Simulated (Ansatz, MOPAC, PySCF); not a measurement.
Process, species as SMILES: CCCCl [1-chloropropane] -> C(C[CH2])Cl + H atom (the C-H bond breaks)

Property: bond dissociation energy (enthalpy at 298 K), in kcal/mol. Terms: 6-311+G** with 5d, 6d on Na to Ar in Ansatz (an electronic-structure program); dispersion terms only where a functional's name holds one; UHF or UKS for open shells; LANL2DZ with its own core potentials from Na on; spin-orbit terms left out; non-relativistic; frozen cores in correlated levels; 6-31G* and kin with 6d, 5d where marked. CBS(X,Y): correlation extrapolated as X^-3; Hartree-Fock from the larger set. The bracket is a focal-point correction in the basis named. Ab initio and DFT rows: single points at B3LYP-D3(BJ) geometries (Ansatz), with unscaled harmonic terms from B3LYP/6-31G* at its own minima. Semi-empirical rows: MOPAC heats of formation at their own minima for 298 K.

Coupled cluster (Ansatz) is a level with limits of its own, used here on species with T1 under 0.025 (0.045 for open shells) and stable references: RI-MP2/CBS(cc-pV(T+d)Z,cc-pV(Q+d)Z)+[CCSD(T)-MP2]/cc-pV(D+d)Z.

Value to compare with, RI-MP2/CBS(cc-pV(T+d)Z,cc-pV(Q+d)Z)+[CCSD(T)-MP2]/cc-pV(D+d)Z (Ansatz): 102.7 kcal/mol.

```csv
level,program,bond dissociation energy (enthalpy at 298 K) (kcal/mol),difference
PM3,MOPAC,86.2,-16.5
HF/6-31G*,Ansatz,76.3,-26.4
PBE/6-31G*,Ansatz,99.1,-3.6
B3LYP/6-31G*,Ansatz,100.4,-2.3
PBE0/6-311+G**,Ansatz,97.6,-5.1
M06-2X/6-31G* (5d),PySCF,102.0,-0.7
MP2/LANL2DZ,Ansatz,89.3,-13.4
PBE/def2-TZVPD,Ansatz,97.2,-5.5
B3LYP-D3(BJ)/def2-TZVPD,Ansatz + dftd3,99.3,-3.4
```

Among the 7 habitual levels, HF/6-31G* lies farthest from RI-MP2/CBS(cc-pV(T+d)Z,cc-pV(Q+d)Z)+[CCSD(T)-MP2]/cc-pV(D+d)Z (Ansatz) (-26.4 kcal/mol) and M06-2X/6-31G* (5d) nearest (-0.7); 0 of 7 lie above it, and their mean absolute difference is 9.7 kcal/mol, the median 5.1. One case shows no general order.

The levels are drawn from those run, B3LYP/6-31G* more often than the rest, none by its result; runs whose electronic state is in doubt are left out.
